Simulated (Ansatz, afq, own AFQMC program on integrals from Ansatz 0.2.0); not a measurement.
# HO (doublet): AFQMC on the coupled-cluster ladder at distance O1–H2 = 2.585 Å, cc-pVDZ, part 2 of 2

Ansatz 0.2.0, Gaussian basis, and an in-house AFQMC program (afq) on its integrals; all values are calculated; cc-pVDZ, frozen cores. The steps go on from the part before.

## (15) Phaseless AFQMC, single-determinant trial on UHF

It reads the integrals that the CCSD(T) run on this determinant wrote.

Command:

```console
afq ham --method phaseless --trial hf --walkers 4000 --populations 20 --least-time 40 --time-step 0.005 --steps-per-block 20 --equilibration-blocks 160 --max-blocks 4000 --target-error 0.0016 --factor-cut 1e-05 --start spin_pure --seed 6142 --taylor-order 6
```

Standard output:

```text
orbitals 18  electrons 4 3  factors 94 of 172
reference energy -75.29162815 Eh
CCSD correlation -0.11774393 Eh in 16 cycles, weight of the determinant in the CISD state 0.9688
energy of the start -75.293924 Eh
 block  time / (1/Eh)  mean weight  energy / Eh
     1     0.100  1.0011  -75.335775
     2     0.200  1.0009  -75.362891
     3     0.300  1.0008  -75.381371
     4     0.400  1.0010  -75.391388
     5     0.500  1.0008  -75.399360
     6     0.600  1.0006  -75.401819
     7     0.700  1.0003  -75.405297
     8     0.800  1.0004  -75.407606
     9     0.900  1.0002  -75.409694
    10     1.000  1.0003  -75.412119
    13     1.300  1.0000  -75.415794
    19     1.900  1.0000  -75.415452
    25     2.500  1.0002  -75.414082
    31     3.100  1.0000  -75.415767
    37     3.700  0.9997  -75.412054
    43     4.300  1.0003  -75.414274
    49     4.900  0.9998  -75.416421
    55     5.500  0.9998  -75.414400
    61     6.100  1.0001  -75.411293
    67     6.700  0.9998  -75.411735
    73     7.300  1.0002  -75.410597
    79     7.900  1.0003  -75.413981
    85     8.500  1.0002  -75.413873
    91     9.100  0.9997  -75.408920
    97     9.700  1.0003  -75.412416
   103    10.300  1.0003  -75.413286
   109    10.900  1.0001  -75.413211
   115    11.500  0.9999  -75.410405
   121    12.100  0.9997  -75.409672
   127    12.700  1.0002  -75.411776
   133    13.300  1.0003  -75.412044
   139    13.900  1.0003  -75.412941
   145    14.500  0.9999  -75.410253
   151    15.100  1.0006  -75.414221
   157    15.700  1.0004  -75.412766
   163    16.300  1.0000  -75.412197
   169    16.900  1.0001  -75.413407
   175    17.500  1.0000  -75.412112
   181    18.100  1.0000  -75.412003
   187    18.700  1.0000  -75.412741
   193    19.300  0.9999  -75.411678
   199    19.900  0.9999  -75.411320
   205    20.500  0.9998  -75.408466
   211    21.100  1.0003  -75.412682
   217    21.700  1.0001  -75.409663
   223    22.300  1.0004  -75.411153
   229    22.900  1.0002  -75.408849
   235    23.500  1.0000  -75.411974
error from the spread of 20 populations
energy -75.410869 +/- 0.000443 Eh
```

Run time: 18 s. Hardware: 1 × NVIDIA H100 80GB HBM3 with 2 threads of AMD EPYC 7R13 (Zen 3), shared host.

Energy -2052.0343 ± 0.0121 eV. Caveats: constraint bias not in the error.

## (16) CCSD(T) on ROHF

File in.yaml:

```yaml
crystal:
  periodic: [false, false, false]
  atoms:
    - {symbol: O, position_ang: [0.000000, 0.000000, 0.000000]}
    - {symbol: H, position_ang: [0.000000, 0.000000, 2.585000]}
basis:
  gaussian: {orbitals: cc-pVDZ}
magnetization: {spin_polarized: false, initial_magnetization: 1}
correlation: {method: ccsd_t, electrons: outside_noble_gas, hamiltonian_folder: ham}
```

Command:

```console
ansatz run in.yaml --threads 1 --pin off --events-out ev --progress --plain --max-ram 24576MiB --backend cuda --devices 0, --max-vram 18GiB
```

Standard output, cut to the lines that bear on the results:

```text
Functional definition: HF
  name "HF"
  cite "Fock, Z. Phys. 61, 126 (1930) doi:10.1007/BF01340294"
  parent pbe
[...]
172 factors; integrals over basis functions are off by at most 8.0e-4 eV
[...]
mean field -2045.33905104 eV, -75.1648237451 hartree, gradient 9.8e-7 eV, S^2 0.750000; 9 other end points of the search recorded, 0 dependent functions left out
[...]
determinant -2045.33905104 eV, -75.1648237451 hartree, with singles and doubles -2049.52951156 eV, -75.3188203287 hartree
[...]
reference -2043.30036633 eV, -75.0899034640 hartree; 4, 3 occupied and 14, 15 virtual orbitals, 172 factors
second order -6.40849200 eV of doubles, -0.08873890 eV of singles
cycle   1  -8.62112424 eV  change    4.9e-6 eV  update   1.2e-6
[...]
cycle   3  -8.62111258 eV  change    2.9e-6 eV  update   6.8e-7
perturbative correction -0.05512863 eV, -0.0020259397 hartree
WARN: these amplitudes may be one of several solutions (largest doubles amplitude 0.14, level shift 10.17 eV)
Total energy: -2051.97660754 eV, -75.4087494475 hartree
```

Run time: 14 s. Hardware: 1 × NVIDIA H100 80GB HBM3 with 1 thread of AMD EPYC 7R13 (Zen 3), shared host.

From the report: correlation -8.6762 eV; T1 0.303; largest double amplitude 0.14. The report flags that the cluster equations may have other roots.

This run also writes the integrals to the folder ham.

## (17) Full CI

File in.yaml:

```yaml
hamiltonian:
  integrals:
    folder: ../ham
correlation: {method: fci}
```

Launched as before.

Standard output:

```text
Functional definition: HF
  name "HF"
  cite "Fock, Z. Phys. 61, 126 (1930) doi:10.1007/BF01340294"
  parent pbe
  exchange = exact_x
  correlation = 0
reference -2043.30036633 eV, -75.0899034640 hartree; 4, 3 occupied and 14, 15 virtual orbitals, 172 factors
state -2052.05459887 eV, -75.4116155759 hartree
Total energy: -2052.05459887 eV, -75.4116155759 hartree
```

It took 12 s on 1 × NVIDIA H100 80GB HBM3 with 1 thread of AMD EPYC 7R13 (Zen 3), shared host.

From the report: 624,320 determinants.

## (18) CCSDT(Q) on ROHF

File in.yaml:

```yaml
crystal:
  periodic: [false, false, false]
  atoms:
    - {symbol: O, position_ang: [0.000000, 0.000000, 0.000000]}
    - {symbol: H, position_ang: [0.000000, 0.000000, 2.585000]}
basis:
  gaussian: {orbitals: cc-pVDZ}
magnetization: {spin_polarized: false, initial_magnetization: 1}
correlation: {method: ccsdt_q, electrons: outside_noble_gas}
```

Launched as before.

Standard output, cut to the lines that bear on the results:

```text
Functional definition: HF
  name "HF"
  cite "Fock, Z. Phys. 61, 126 (1930) doi:10.1007/BF01340294"
  parent pbe
[...]
256 factors; integrals over basis functions are off by at most 1.1e-7 eV
[...]
mean field -2045.33905894 eV, -75.1648240355 hartree, gradient 9.8e-7 eV, S^2 0.750000; 9 other end points of the search recorded, 0 dependent functions left out
[...]
determinant -2045.33905894 eV, -75.1648240355 hartree, with singles and doubles -2049.52952429 eV, -75.3188207965 hartree
[...]
reference -2043.30035927 eV, -75.0899032045 hartree; 4, 3 occupied and 14, 15 virtual orbitals, 256 factors
second order -6.40852981 eV of doubles, -0.08873896 eV of singles
cycle   1  -8.62113858 eV  change    1.3e-5 eV  update   1.5e-2
[...]
cycle  58  -8.73243792 eV  change   -4.1e-7 eV  update   2.9e-8
perturbative correction -0.03771496 eV, -0.0013859991 hartree
WARN: these amplitudes may be one of several solutions (largest doubles amplitude 0.72, level shift 10.17 eV)
Total energy: -2052.07051215 eV, -75.4122003783 hartree
```

Wall time 21 s (1 × NVIDIA H100 80GB HBM3 with 1 thread of AMD EPYC 7R13 (Zen 3), shared host).

From the report: correlation -8.7702 eV; T1 0.103; largest double amplitude 0.72. The report flags that the cluster equations may have other roots.

## (19) CCSDTQ on ROHF

in.yaml: that of step 18 with these lines changed.

```diff
@@ -8,2 +8,2 @@
 magnetization: {spin_polarized: false, initial_magnetization: 1}
-correlation: {method: ccsdt_q, electrons: outside_noble_gas}
+correlation: {method: ccsdtq, electrons: outside_noble_gas}
```

Same command.

Standard output, cut to the lines that bear on the results:

```text
Functional definition: HF
  name "HF"
  cite "Fock, Z. Phys. 61, 126 (1930) doi:10.1007/BF01340294"
  parent pbe
[...]
256 factors; integrals over basis functions are off by at most 1.1e-7 eV
[...]
mean field -2045.33905894 eV, -75.1648240355 hartree, gradient 9.8e-7 eV, S^2 0.750000; 9 other end points of the search recorded, 0 dependent functions left out
[...]
determinant -2045.33905894 eV, -75.1648240355 hartree, with singles and doubles -2049.52952429 eV, -75.3188207965 hartree
[...]
reference -2043.30035927 eV, -75.0899032045 hartree; 4, 3 occupied and 14, 15 virtual orbitals, 256 factors
second order -6.40852981 eV of doubles, -0.08873896 eV of singles
cycle   1  -8.62113836 eV  change    1.3e-5 eV  update   1.6e-2
[...]
cycle  49  -8.75328848 eV  change   -4.6e-8 eV  update   2.7e-8
WARN: these amplitudes may be one of several solutions (largest doubles amplitude 0.70, level shift 10.17 eV)
Total energy: -2052.05364775 eV, -75.4115806230 hartree
```

Run time: 48 s. Hardware: 1 × NVIDIA H100 80GB HBM3 with 1 thread of AMD EPYC 7R13 (Zen 3), shared host.

From the report: correlation -8.7533 eV; T1 0.119; largest double amplitude 0.70. The report flags that the cluster equations may have other roots.

## (20) Phaseless AFQMC, CISD trial on ROHF

It reads the integrals that the CCSD(T) run on this determinant wrote.

Command:

```console
afq ham --method phaseless --trial cisd --walkers 4000 --populations 20 --least-time 60 --time-step 0.005 --steps-per-block 50 --equilibration-blocks 40 --max-blocks 4000 --target-error 0.00032 --factor-cut 1e-05 --start spin_pure --seed 4831 --release-times 0.24,0.51,0.99,1.62,2.4 --release-step 0.03 --release-every 3 --taylor-order 6
```

Standard output:

```text
orbitals 18  electrons 4 3  factors 94 of 172
reference energy -75.08990346 Eh
CCSD correlation -0.31682012 Eh in 28 cycles, weight of the determinant in the CISD state 0.3425
energy of the start -75.406690 Eh
 block  time / (1/Eh)  mean weight  energy / Eh
     1     0.250  0.9999  -75.402140
     2     0.500  1.0000  -75.403786
     3     0.750  0.9999  -75.405128
     4     1.000  1.0001  -75.406161
     5     1.250  0.9998  -75.407056
     6     1.500  1.0002  -75.407808
     7     1.750  0.9998  -75.406863
     8     2.000  1.0001  -75.406860
     9     2.250  0.9999  -75.408747
    10     2.500  1.0000  -75.407695
    11     2.750  0.9998  -75.408368
    13     3.250  1.0000  -75.408181
    15     3.750  0.9996  -75.410580
    17     4.250  1.0001  -75.412076
    19     4.750  0.9999  -75.410881
    21     5.250  1.0000  -75.407919
    23     5.750  0.9998  -75.408156
    25     6.250  1.0002  -75.409368
    27     6.750  0.9997  -75.408999
    29     7.250  1.0001  -75.408348
    31     7.750  1.0002  -75.411447
    33     8.250  0.9995  -75.410519
    35     8.750  1.0000  -75.407561
    37     9.250  1.0001  -75.409056
    39     9.750  1.0001  -75.411621
    41    10.250  1.0001  -75.410554
    43    10.750  1.0002  -75.409775
    45    11.250  0.9999  -75.410383
    47    11.750  0.9996  -75.413938
    49    12.250  1.0000  -75.408586
    51    12.750  0.9999  -75.410185
    53    13.250  1.0002  -75.410434
    55    13.750  0.9998  -75.412740
    57    14.250  1.0001  -75.409707
    59    14.750  0.9999  -75.411975
    61    15.250  0.9999  -75.409174
    63    15.750  1.0001  -75.408867
    65    16.250  0.9999  -75.408738
    67    16.750  1.0003  -75.408239
    69    17.250  1.0000  -75.409568
    71    17.750  1.0004  -75.408617
    73    18.250  1.0001  -75.410969
    75    18.750  1.0001  -75.407918
    77    19.250  0.9997  -75.409590
    79    19.750  1.0000  -75.407921
    81    20.250  0.9997  -75.408377
    83    20.750  1.0003  -75.410064
    85    21.250  1.0003  -75.410645
    87    21.750  1.0002  -75.408420
    89    22.250  0.9999  -75.408831
error from the spread of 20 populations
released: time / (1/Eh)  energy / Eh  error  mean overlap
  0.24  -75.410003  0.000270  0.9990
  0.51  -75.410179  0.000262  0.9976
  0.99  -75.410186  0.000264  0.9994
  1.62  -75.410833  0.000424  0.9989
  2.40  -75.410997  0.000450  0.9991
energy -75.409478 +/- 0.000308 Eh
```

Run time: 42 s. Hardware: 1 × NVIDIA H100 80GB HBM3 with 2 threads of AMD EPYC 7R13 (Zen 3), shared host.

Energy -2051.9964 ± 0.0084 eV. Caveats: constraint bias not in the error; other roots.

## (21) Phaseless AFQMC, single-determinant trial on ROHF

It reads the integrals that the CCSD(T) run on this determinant wrote.

Command:

```console
afq ham --method phaseless --trial hf --walkers 4000 --populations 20 --least-time 40 --time-step 0.005 --steps-per-block 20 --equilibration-blocks 160 --max-blocks 4000 --target-error 0.0016 --factor-cut 1e-05 --start spin_pure --seed 6142 --taylor-order 6
```

Standard output:

```text
orbitals 18  electrons 4 3  factors 94 of 172
reference energy -75.08990346 Eh
CCSD correlation -0.31682012 Eh in 28 cycles, weight of the determinant in the CISD state 0.3425
energy of the start -75.089905 Eh
 block  time / (1/Eh)  mean weight  energy / Eh
     1     0.100  1.0014  -75.145077
     2     0.200  1.0013  -75.182248
     3     0.300  1.0011  -75.210737
     4     0.400  1.0016  -75.228456
     5     0.500  1.0011  -75.242234
     6     0.600  1.0010  -75.249396
     7     0.700  1.0005  -75.259443
     8     0.800  1.0007  -75.265439
     9     0.900  1.0004  -75.273062
    10     1.000  1.0005  -75.277626
    17     1.700  0.9999  -75.296788
    25     2.500  1.0003  -75.314148
    33     3.300  0.9990  -75.317582
    41     4.100  0.9998  -75.328069
    49     4.900  1.0000  -75.344301
    57     5.700  1.0002  -75.328944
    65     6.500  1.0002  -75.326775
    73     7.300  1.0001  -75.330790
    81     8.100  0.9998  -75.320961
    89     8.900  0.9995  -75.322170
    97     9.700  1.0003  -75.325107
   105    10.500  1.0003  -75.321384
   113    11.300  1.0000  -75.320541
   121    12.100  0.9996  -75.326405
   129    12.900  0.9997  -75.325261
   137    13.700  1.0001  -75.332046
   145    14.500  0.9999  -75.324941
   153    15.300  0.9999  -75.321091
   161    16.100  1.0005  -75.337670
   169    16.900  0.9998  -75.333251
   177    17.700  0.9998  -75.318406
   185    18.500  0.9995  -75.325968
   193    19.300  0.9995  -75.321896
   201    20.100  0.9999  -75.326636
   209    20.900  0.9999  -75.324891
   217    21.700  1.0001  -75.317026
   225    22.500  0.9999  -75.318934
   233    23.300  1.0001  -75.325725
   241    24.100  1.0000  -75.323218
   249    24.900  0.9995  -75.322550
   257    25.700  0.9989  -75.317738
   265    26.500  0.9997  -75.328738
   273    27.300  0.9999  -75.325305
   281    28.100  0.9997  -75.324764
   289    28.900  1.0004  -75.324376
   297    29.700  1.0001  -75.321925
   305    30.500  0.9997  -75.333145
   313    31.300  0.9999  -75.314409
   321    32.100  1.0005  -75.331445
   329    32.900  0.9999  -75.322328
error from the spread of 20 populations
energy -75.324144 +/- 0.002048 Eh
```

Run time: 49 s. Hardware: 1 × NVIDIA H100 80GB HBM3 with 2 threads of AMD EPYC 7R13 (Zen 3), shared host.

Energy -2049.6744 ± 0.0557 eV. Caveats: constraint bias not in the error; other roots.

## (22) AFQMC on the ladder

The full CI on restricted orbitals is not used as the yardstick for these unrestricted rows.

On the UHF determinant, counted from CCSDTQ (a yardstick, not exact):

```csv
level,energy (eV),from CCSDTQ (kJ/mol),statistical error (kJ/mol),time
HF,-2048.7896,+315.0,,
MP2,-2051.5779,+46.0,,
CCSD,-2051.9936,+5.9,,
CCSD(T),-2052.0164,+3.7,,
CCSDT(Q),-2052.0541,0.0,,
CCSDTQ,-2052.0546,0.0,,
"Phaseless AFQMC, CISD trial, step 0.005, 4000 walkers",-2052.0539,+0.1,0.2,26 s
"Phaseless AFQMC, single-determinant trial, step 0.005, 4000 walkers",-2052.0343,+2.0,1.2,18 s
```

On the ROHF determinant, counted from full CI (exact for this spin and basis):

```csv
level,energy (eV),from full CI (kJ/mol),statistical error (kJ/mol),time
HF,-2043.3004,+844.6,,
MP2,-2049.7976,+217.7,,
CCSD,-2051.9215,+12.8,,
CCSD(T),-2051.9766,+7.5,,
CCSDT(Q),-2052.0705,-1.6,,
CCSDTQ,-2052.0536,+0.1,,
full CI,-2052.0544,0.0,,
"Phaseless AFQMC, CISD trial, step 0.005, 4000 walkers",-2051.9964,+5.6,0.8,42 s
"Phaseless AFQMC, single-determinant trial, step 0.005, 4000 walkers",-2049.6744,+229.6,5.4,49 s
```

The functionals' totals stand on their own zeros and serve differences with other points: PBE -2054.070 eV; r2SCAN -2055.440 eV; PBE0 -2054.360 eV; B3LYP -2056.476 eV; wB97M-V -2055.647 eV; B2PLYP -2054.856 eV.

## (23) Summary of results

The summary covers parts 1 to 2.

| quantity | value |
| --- | --- |
| CCSD(T) on UHF from CCSDTQ | +3.7 kJ/mol |
| Phaseless AFQMC, CISD trial on UHF from CCSDTQ | +0.1 ± 0.2 kJ/mol |
| Phaseless AFQMC, single-determinant trial on UHF from CCSDTQ | +2.0 ± 1.2 kJ/mol |
| CCSD(T) on ROHF from full CI | +7.5 kJ/mol |
| Phaseless AFQMC, CISD trial on ROHF from full CI | +5.6 ± 0.8 kJ/mol |
| Phaseless AFQMC, single-determinant trial on ROHF from full CI | +229.6 ± 5.4 kJ/mol |

In words: On UHF the phaseless walk with the CISD trial lies +0.1 kJ/mol from CCSDTQ, within three error bars. On ROHF the phaseless walk with the CISD trial lies +5.6 kJ/mol from full CI, 7 times its error bar: mostly the bias of the constraint. A single-determinant trial moves the result by +224.0 kJ/mol. Error bars are statistical and leave out the constraint, the time step and what remains of the start.
